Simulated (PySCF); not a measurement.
# H2Si···H2Si: magnetic exchange

What do calculations give for the magnetic exchange of H2Si···H2Si?

Programs: PySCF 2.14.0, with routines of our own; each step states its level. All values are computed. Atoms count from 0.

### Step 1. The system as given

6 atoms, charge 0, high-spin multiplicity 5; geometry from: GFN2-xTB fragments, placed rigidly.

The system (radical pair): H2Si···H2Si. The radical centres are 4.88 Å apart, tilted by 45 degrees; the spin sites are atoms 0, 1, 2 (2 unpaired) and atoms 3, 4, 5 (2 unpaired).

### Step 2. Magnetic exchange: CASSCF and SC-NEVPT2/def2-TZVP (4,4)

Job settings and geometry (Å):

```
{"job": {"kind": "cas", "basis": "def2-TZVP", "active": "magnetic", "zfs": false}, "charge": 0, "high_spin_multiplicity": 5, "spin_sites": [[[0, 1, 2], 2], [[3, 4, 5], 2]]}
Si     0.114000     0.030500    -2.442000
H      1.384700    -0.653500    -2.442000
H     -1.156700    -0.653500    -2.442000
Si     0.114000     0.030500     2.442000
H      0.550200     1.072200     1.543500
H     -1.006200     0.173700     3.340600
```

Method: CASSCF and SC-NEVPT2/def2-TZVP spin states, gas phase.

Started as:

```sh
OMP_NUM_THREADS=1 python exch_run.py task.json out
```

One launch serves the whole session: the jobs run in the order shown.

What it wrote:

```text
start orbitals: natural orbitals of the high-spin HF determinant (converged)
active space: 4 electrons in 4 orbitals, 14 closed; orbitals optimised for multiplicities 5 3 1
macro   0  E = -580.0323206969  dE =  0.000e+00  |g| = 1.697e-02
macro   1  E = -580.0324427228  dE = -1.220e-04  |g| = 6.356e-03
macro   2  E = -580.0324686138  dE = -2.589e-05  |g| = 2.212e-03
macro   3  E = -580.0324705384  dE = -1.925e-06  |g| = 9.930e-04
macro   4  E = -580.0324709846  dE = -4.463e-07  |g| = 2.840e-04
macro   5  E = -580.0324710208  dE = -3.621e-08  |g| = 1.395e-04
CASSCF converged, mean energy = -580.0324710208
2S+1 = 5  root 0  E(CAS) = -580.03207790  E(NEVPT2) = -580.20120385  occupations 1.000 1.000 1.000 1.000
2S+1 = 3  root 0  E(CAS) = -580.03255174  E(NEVPT2) = -580.20176056  occupations 1.078 1.010 0.991 0.922
2S+1 = 1  root 0  E(CAS) = -580.03278342  E(NEVPT2) = -580.20203081  occupations 1.115 1.015 0.985 0.885
```

It took 1.3 s on 1 thread of Arm Neoverse V2, shared host.

From this job:

| quantity | value |
| --- | --- |
| J (CASSCF) | -26 cm⁻¹ |
| J (NEVPT2) | -31 cm⁻¹ |
| low less high spin (NEVPT2) | -0.5 kcal/mol |
| diradical index y0 | 0.99 |

Mulliken spin populations of the high-spin state:

| atom | value (e) |
| --- | --- |
| Si0 | 1.93 |
| H1 | 0.04 |
| H2 | 0.04 |
| Si3 | 1.93 |
| H4 | 0.04 |
| H5 | 0.04 |

Orbitals, density, ELF and potential are computed afterwards from the orbital file.

The spin density lies nearest to Si0, Si3 about 39 % each; 4 H atoms about 6 % each.

### Step 3. Magnetic exchange: HF/def2-TZVP

Job settings and geometry (Å):

```
{"job": {"kind": "bs", "xc": "HF", "basis": "def2-TZVP", "rks": false}, "charge": 0, "high_spin_multiplicity": 5, "spin_sites": [[[0, 1, 2], 2], [[3, 4, 5], 2]]}
Si     0.114000     0.030500    -2.442000
H      1.384700    -0.653500    -2.442000
H     -1.156700    -0.653500    -2.442000
Si     0.114000     0.030500     2.442000
H      0.550200     1.072200     1.543500
H     -1.006200     0.173700     3.340600
```

Method: HF/def2-TZVP high-spin and broken-symmetry single points, gas phase.

What it wrote:

```text
high-spin state, multiplicity 5
final grid: 45344 points
cycle   1  E = -579.9726618395  dE = -4.801e-01  |g| = 1.973e-01  |ddm| = 1.378e+00
cycle   2  E = -580.0246378814  dE = -5.198e-02  |g| = 7.627e-02  |ddm| = 3.694e-01
cycle   3  E = -580.0336505485  dE = -9.013e-03  |g| = 3.230e-02  |ddm| = 1.419e-01
cycle   4  E = -580.0357862381  dE = -2.136e-03  |g| = 1.171e-02  |ddm| = 7.576e-02
cycle   5  E = -580.0361314949  dE = -3.453e-04  |g| = 4.872e-03  |ddm| = 3.006e-02
cycle   6  E = -580.0361948364  dE = -6.334e-05  |g| = 1.605e-03  |ddm| = 1.380e-02
cycle   7  E = -580.0362018149  dE = -6.978e-06  |g| = 3.906e-04  |ddm| = 4.744e-03
cycle   8  E = -580.0362022694  dE = -4.545e-07  |g| = 1.445e-04  |ddm| = 1.449e-03
cycle   9  E = -580.0362023423  dE = -7.287e-08  |g| = 3.854e-05  |ddm| = 7.228e-04
cycle  10  E = -580.0362023462  dE = -3.937e-09  |g| = 9.653e-06  |ddm| = 1.260e-04
converged SCF energy = -580.0362023462

broken-symmetry state, M_S = 0, start: spins of the second site flipped
final grid: 45344 points
cycle   1  E = -580.0358853712  dE = -4.314e-03  |g| = 2.151e-02  |ddm| = 6.157e-02
cycle   2  E = -580.0364574391  dE = -5.721e-04  |g| = 9.449e-03  |ddm| = 1.909e-02
cycle   3  E = -580.0366195107  dE = -1.621e-04  |g| = 2.916e-03  |ddm| = 1.444e-02
cycle   4  E = -580.0366389482  dE = -1.944e-05  |g| = 6.985e-04  |ddm| = 7.461e-03
cycle   5  E = -580.0366401234  dE = -1.175e-06  |g| = 2.879e-04  |ddm| = 1.762e-03
cycle   6  E = -580.0366403529  dE = -2.294e-07  |g| = 1.151e-04  |ddm| = 9.170e-04
cycle   7  E = -580.0366403959  dE = -4.299e-08  |g| = 2.991e-05  |ddm| = 5.652e-04
cycle   8  E = -580.0366403983  dE = -2.428e-09  |g| = 9.568e-06  |ddm| = 1.027e-04
converged SCF energy = -580.0366403983

<S^2> high spin = 6.0138, broken symmetry = 2.0081
E(HS) - E(BS) = 96.14 cm-1
J_noodleman = -24.04 cm-1
J_unprojected = -16.02 cm-1
J_yamaguchi = -24.00 cm-1
```

Wall time 0.5 s (1 thread of Arm Neoverse V2, shared host).

Key values:

| quantity | value |
| --- | --- |
| J (Yamaguchi) | -24 cm⁻¹ |
| low less high spin, projected | -0.4 kcal/mol |

### Step 4. Magnetic exchange: TPSSh/def2-TZVP

Job settings and geometry (Å):

```
{"job": {"kind": "bs", "xc": "TPSSh", "grid": 2, "basis": "def2-TZVP", "rks": false}, "charge": 0, "high_spin_multiplicity": 5, "spin_sites": [[[0, 1, 2], 2], [[3, 4, 5], 2]]}
Si     0.114000     0.030500    -2.442000
H      1.384700    -0.653500    -2.442000
H     -1.156700    -0.653500    -2.442000
Si     0.114000     0.030500     2.442000
H      0.550200     1.072200     1.543500
H     -1.006200     0.173700     3.340600
```

Level: TPSSh/def2-TZVP high-spin and broken-symmetry single points, gas phase.

What it wrote:

```text
high-spin state, multiplicity 5
final grid: 45344 points
cycle   1  E = -581.2141264168  dE = -1.453e-02  |g| = 2.587e-02  |ddm| = 1.957e-01
cycle   2  E = -581.2145130975  dE = -3.867e-04  |g| = 1.420e-02  |ddm| = 6.570e-02
cycle   3  E = -581.2146892177  dE = -1.761e-04  |g| = 3.604e-03  |ddm| = 2.593e-02
cycle   4  E = -581.2146949430  dE = -5.725e-06  |g| = 6.351e-04  |ddm| = 2.883e-03
cycle   5  E = -581.2146954801  dE = -5.370e-07  |g| = 1.408e-04  |ddm| = 1.325e-03
cycle   6  E = -581.2146955060  dE = -2.598e-08  |g| = 7.541e-05  |ddm| = 3.214e-04
cycle   7  E = -581.2146955121  dE = -6.050e-09  |g| = 1.036e-05  |ddm| = 1.161e-04
converged SCF energy = -581.2146955121

broken-symmetry state, M_S = 0, start: spins of the second site flipped
final grid: 45344 points
cycle   1  E = -581.2158288863  dE = -3.476e-03  |g| = 7.834e-03  |ddm| = 1.066e-01
cycle   2  E = -581.2159104890  dE = -8.160e-05  |g| = 2.680e-03  |ddm| = 1.469e-02
cycle   3  E = -581.2159166031  dE = -6.114e-06  |g| = 1.530e-03  |ddm| = 4.636e-03
cycle   4  E = -581.2159182513  dE = -1.648e-06  |g| = 1.806e-04  |ddm| = 1.878e-03
cycle   5  E = -581.2159182895  dE = -3.817e-08  |g| = 9.579e-05  |ddm| = 3.543e-04
cycle   6  E = -581.2159182972  dE = -7.660e-09  |g| = 1.522e-05  |ddm| = 1.323e-04
converged SCF energy = -581.2159182972

<S^2> high spin = 6.0069, broken symmetry = 1.9813
E(HS) - E(BS) = 268.37 cm-1
J_noodleman = -67.09 cm-1
J_unprojected = -44.73 cm-1
J_yamaguchi = -66.67 cm-1
```

Run time: 7.1 s. Hardware: 1 thread of Arm Neoverse V2, shared host.

In short:

| quantity | value |
| --- | --- |
| J (Yamaguchi) | -67 cm⁻¹ |
| low less high spin, projected | -1.1 kcal/mol |

### Step 5. Magnetic exchange: TPSSh/pcseg-1

Job settings and geometry (Å):

```
{"job": {"kind": "bs", "xc": "TPSSh", "grid": 2, "basis": "pcseg-1", "rks": false, "x2c": false}, "charge": 0, "high_spin_multiplicity": 5, "spin_sites": [[[0, 1, 2], 2], [[3, 4, 5], 2]]}
Si     0.114000     0.030500    -2.442000
H      1.384700    -0.653500    -2.442000
H     -1.156700    -0.653500    -2.442000
Si     0.114000     0.030500     2.442000
H      0.550200     1.072200     1.543500
H     -1.006200     0.173700     3.340600
```

Level: TPSSh/pcseg-1 high-spin and broken-symmetry single points, gas phase.

What it wrote:

```text
high-spin state, multiplicity 5
coarse grid: 22712 points
cycle   1  E = -581.1624986377  dE = -2.213e-01  |g| = 1.070e-01  |ddm| = 1.848e+00
cycle   2  E = -581.1720518968  dE = -9.553e-03  |g| = 4.039e-02  |ddm| = 2.992e-01
cycle   3  E = -581.1735526031  dE = -1.501e-03  |g| = 1.116e-02  |ddm| = 1.122e-01
cycle   4  E = -581.1736771155  dE = -1.245e-04  |g| = 1.051e-03  |ddm| = 2.950e-02
cycle   5  E = -581.1736788780  dE = -1.763e-06  |g| = 4.045e-04  |ddm| = 3.300e-03
final grid: 45344 points
cycle   6  E = -581.1736988267  dE = -1.978e-07  |g| = 1.989e-04  |ddm| = 1.296e-03
cycle   7  E = -581.1736988661  dE = -3.937e-08  |g| = 1.191e-04  |ddm| = 7.142e-04
cycle   8  E = -581.1736988813  dE = -1.524e-08  |g| = 2.990e-05  |ddm| = 2.995e-04
cycle   9  E = -581.1736988830  dE = -1.701e-09  |g| = 5.979e-06  |ddm| = 1.319e-04
converged SCF energy = -581.1736988830

broken-symmetry state, M_S = 0, start: spins of the second site flipped
final grid: 45344 points
cycle   1  E = -581.1748860062  dE = -2.983e-03  |g| = 5.787e-03  |ddm| = 1.372e-01
cycle   2  E = -581.1749359773  dE = -4.997e-05  |g| = 1.679e-03  |ddm| = 1.964e-02
cycle   3  E = -581.1749388349  dE = -2.858e-06  |g| = 7.801e-04  |ddm| = 5.697e-03
cycle   4  E = -581.1749394724  dE = -6.376e-07  |g| = 1.166e-04  |ddm| = 2.230e-03
cycle   5  E = -581.1749394885  dE = -1.611e-08  |g| = 4.282e-05  |ddm| = 3.393e-04
cycle   6  E = -581.1749394907  dE = -2.177e-09  |g| = 8.202e-06  |ddm| = 1.067e-04
converged SCF energy = -581.1749394907

<S^2> high spin = 6.0054, broken symmetry = 1.9801
E(HS) - E(BS) = 272.28 cm-1
J_noodleman = -68.07 cm-1
J_unprojected = -45.38 cm-1
J_yamaguchi = -67.64 cm-1
```

Run time: 3.9 s. Hardware: 1 thread of Arm Neoverse V2, shared host.

In short:

| quantity | value |
| --- | --- |
| J (Yamaguchi) | -68 cm⁻¹ |
| low less high spin, projected | -1.2 kcal/mol |

### Step 6. Magnetic exchange: CASSCF and SC-NEVPT2/6-311G** (4,4)

Job settings and geometry (Å):

```
{"job": {"kind": "cas", "basis": "6-311G**", "active": "natural", "max": 8, "thr": 0.008, "zfs": false, "fc": false, "x2c": false}, "charge": 0, "high_spin_multiplicity": 5, "spin_sites": [[[0, 1, 2], 2], [[3, 4, 5], 2]]}
Si     0.114000     0.030500    -2.442000
H      1.384700    -0.653500    -2.442000
H     -1.156700    -0.653500    -2.442000
Si     0.114000     0.030500     2.442000
H      0.550200     1.072200     1.543500
H     -1.006200     0.173700     3.340600
```

Method: CASSCF and SC-NEVPT2/6-311G** spin states, gas phase.

What it wrote:

```text
start orbitals: natural orbitals of the high-spin HF determinant (converged)
active space: 4 electrons in 4 orbitals, 14 closed; orbitals optimised for multiplicities 5 3 1
macro   0  E = -580.0261102196  dE =  0.000e+00  |g| = 1.653e-02
macro   1  E = -580.0262267110  dE = -1.165e-04  |g| = 6.148e-03
macro   2  E = -580.0262502835  dE = -2.357e-05  |g| = 1.697e-03
macro   3  E = -580.0262511483  dE = -8.648e-07  |g| = 6.115e-04
macro   4  E = -580.0262512779  dE = -1.296e-07  |g| = 1.529e-04
macro   5  E = -580.0262512862  dE = -8.308e-09  |g| = 7.161e-05
CASSCF converged, mean energy = -580.0262512862
2S+1 = 5  root 0  E(CAS) = -580.02584472  E(NEVPT2) = -580.42145295  occupations 1.000 1.000 1.000 1.000
2S+1 = 3  root 0  E(CAS) = -580.02633489  E(NEVPT2) = -580.42198159  occupations 1.079 1.010 0.990 0.921
2S+1 = 1  root 0  E(CAS) = -580.02657426  E(NEVPT2) = -580.42223798  occupations 1.116 1.016 0.984 0.884
```

Run time: 0.9 s. Hardware: 1 thread of Arm Neoverse V2, shared host.

In short:

| quantity | value |
| --- | --- |
| J (CASSCF) | -27 cm⁻¹ |
| J (NEVPT2) | -29 cm⁻¹ |
| low less high spin (NEVPT2) | -0.5 kcal/mol |
| diradical index y0 | 0.98 |

### Step 7. The levels compared

J for H = −2J S1·S2; the gap is low spin less high spin (projected; unprojected where the broken-symmetry state collapsed; or NEVPT2):

| step | level | geometry | J (cm⁻¹) | gap (kcal/mol) | time |
| --- | --- | --- | --- | --- | --- |
| 2 | CASSCF and SC-NEVPT2/def2-TZVP (4,4) | one | -31 | -0.5 | 1.3 s |
| 3 | HF/def2-TZVP | one | -24 | -0.4 | 0.5 s |
| 4 | TPSSh/def2-TZVP | one | -67 | -1.1 | 7.1 s |
| 5 | TPSSh/pcseg-1 | one | -68 | -1.2 | 3.9 s |
| 6 | CASSCF and SC-NEVPT2/6-311G** (4,4) | one | -29 | -0.5 | 0.9 s |

CASSCF times leave out a start SCF that an earlier step had already made.

### Step 8. What came out

```
                                                                  quantity                                           value
                 J (CASSCF) (step 2, CASSCF and SC-NEVPT2/def2-TZVP (4,4))                                        -26 cm⁻¹
                 J (NEVPT2) (step 2, CASSCF and SC-NEVPT2/def2-TZVP (4,4))                                        -31 cm⁻¹
low less high spin (NEVPT2) (step 2, CASSCF and SC-NEVPT2/def2-TZVP (4,4))                                   -0.5 kcal/mol
         diradical index y0 (step 2, CASSCF and SC-NEVPT2/def2-TZVP (4,4))                                            0.99
                                                                         J  -68 (TPSSh/pcseg-1) to -24 cm⁻¹ (HF/def2-TZVP)
```

A high-spin site of main-group atoms was assumed; a lower spin there may lie lower, outside the spin ladder used here. The levels with a meaningful J put the low-spin state lower (antiferromagnetic coupling), from -68 to -24 cm⁻¹.
